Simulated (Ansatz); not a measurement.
# Active spaces for C3H4, singlet

Program: Ansatz, Gaussian basis, development build. Basis cc-pVDZ, nonrelativistic, 3 orbitals frozen in the corrections. State-specific CASSCF; RHF is the lowest restricted (open-shell) Hartree–Fock solution met. No symmetry is imposed, so a solution can break that of the shape. No proof that the lowest CASSCF solution was found.

Geometry:

```
atom    x (Å)    y (Å)    z (Å)
   C   0.0000   0.0000   0.2077
   C   0.0000   0.0000   1.4259
   C   0.0000   0.0000  -1.2537
   H   0.0000   0.0000   2.6515
   H   0.0000   1.0211  -1.6434
   H   0.8843  -0.5106  -1.6434
   H  -0.8843  -0.5106  -1.6434
```

Question: What do CASSCF and its corrections give against RHF in CAS(2,2), and what are the occupations?

Answer: CASSCF -0.633 eV, SC-NEVPT2 -10.930 eV; occupations 1.94, 0.06.

Question: Roughly how much CPU time does a whole run from the default start take (median of such runs, summed over threads; nearly all runs on one pinned thread of a shared server, mostly Xeon at 2.3 to 2.6 GHz, by a development driver)?

Answer: CAS(2,2): about 5.5 s. Other jobs ran beside these, and the count of passes differs.
